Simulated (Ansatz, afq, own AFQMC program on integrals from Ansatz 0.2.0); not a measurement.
# NH$_{4}$, doublet: AFQMC among the cluster methods

```xyz
5

N    -0.1406   -0.0316   -0.0492
H    -0.4379    0.9362   -0.0492
H    -0.4379   -0.4339    0.8311
H     0.9474   -0.0316   -0.0492
H     1.8824   -0.0316   -0.0492
```

Basis cc-pVTZ. Noble-gas cores (and the filled d shells of Ga–Kr and In–Xe) are frozen. Ansatz 0.2.0 and our own AFQMC program on the same integrals; the CISD trial comes from CCSD amplitudes, and released means the phaseless constraint is let go. ± is one standard error of the sampling.

Determinant: UHF, the one that the program's search chose, which needn't be the lowest solution. The geometry is a point of a scan.

No full CI on the walks' own integrals is used here; CCSDT(Q) serves as the reference and is uncertain by about the last step of the cluster series.

The T1 diagnostic is 0.0133. The weight of the determinant in the CISD state is 0.919 and the ⟨S²⟩ of the determinant is 0.772. The size of the correlated space is 9 electrons in 85 orbitals.

```tsv
level	correlation energy (eV)
MP2	-6.6583
CCSD	-7.1056
CCSD(T)	-7.3395
```

(1) Estimate where phaseless AFQMC with a CISD trial lies against CCSD(T) on the same integrals.

(1) 1.0 ± 0.4 kJ/mol below CCSD(T).

Reference: CCSDT(Q), correlation energy -7.359 eV. The released energy is read at 2.40 1/Eh (meV from the phaseless value at times in 1/Eh: -13 ± 5 at 0.24, -7 ± 3 at 0.51, -9 ± 4 at 0.99, -11 ± 6 at 1.62, -10 ± 9 at 2.40).

```tsv
level	E − E(reference) (kJ/mol)	share of correlation (%)
CCSD(T)	1.9	99.73
CCSDT	1.0	99.86
ph-AFQMC/CISD	1.0 ± 0.4	99.86
released AFQMC	0.0 ± 0.8	100.00
```

A walk keeps the symmetry of its determinant, which the program's search chose and which needn't be the lowest solution, so a lower state of the same spin and another symmetry isn't excluded. Released energies are given only where the last usable release times agree within the noise; a slower fall can still hide under it.
